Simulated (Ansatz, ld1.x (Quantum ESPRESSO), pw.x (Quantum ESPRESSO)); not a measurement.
**From atom to crystal: TM potential for Pb (Z = 82)**

ld1.x (Quantum ESPRESSO) 7.5 input, shortened:

```
&input
   title='Pb', zed=82., rel=1, dft='PBESOL', iswitch=3,
   config='[Xe] 4f14 5d10 6s2 6p2 6d-2'
 /
 &inputp
   pseudotype=2, tm=.true., lloc=1,
   nlcc=.false.
 /
3
6S  1  0   2.00   0.00  1.65  1.65  0.0
6D  3  2  -2.00   0.05  1.90  1.90  0.0
6P  2  1   2.00   0.00  2.40  2.40  0.0
 &test
   configts(1)='6s2 6p2'
 /
```

Crystal test: bcc Pb in pw.x 7.5, no spin, 12³ k-points, Fermi–Dirac smearing 0.01 Ry, cutoffs 110/440 Ry. The reference is all-electron LAPW (Ansatz 0.2.0) with the same functional, mesh and smearing; V0 and B0 come from Birch–Murnaghan fits to the pressures at five volumes. Errors are pseudo minus all-electron; Δ is the rms difference of the E(V) curves that follow from these fits, minima aligned, over ±6 % about the mean V0. Mesh and smearing are coarse, so the numbers serve the comparison and aren't converged zero-temperature values; the lattice is a test structure that the element need not adopt.

All-electron: a0 = 3.915 Å (V0 = 30.01 Å³/atom), B0 = 45.5 GPa.

Problem. How far does the potential miss the all-electron equation of state?

Solution. mean pressure error (GPa): -10.05. The pressure does not cross zero within the volumes sampled, so no fit is given. This is a poor potential for the solid.

```
V (Å³/atom)  P all-electron (GPa)  P pseudo (GPa)
     28.590                  2.47           -9.68
     29.343                  1.07           -9.90
     30.095                 -0.13          -10.06
     30.847                 -1.18          -10.18
     31.600                 -2.08          -10.27
```

Problem. At the middle volume, how do free energy and pressure move when the wave cutoff is lowered (ecutrho kept at four times it)?

Solution.

```json
{"cutoff (Ry)": "50", "shift of F (meV/atom)": "+50.4", "shift of P (GPa)": "-1.08"}
{"cutoff (Ry)": "66", "shift of F (meV/atom)": "+19.1", "shift of P (GPa)": "+0.02"}
{"cutoff (Ry)": "88", "shift of F (meV/atom)": "+4.4", "shift of P (GPa)": "-0.18"}
```

The run at the middle volume (72 k-points, 6 iterations) took about 24 s on one core of a shared host (Neoverse-V2, 96 threads, 742 GiB, load 46).
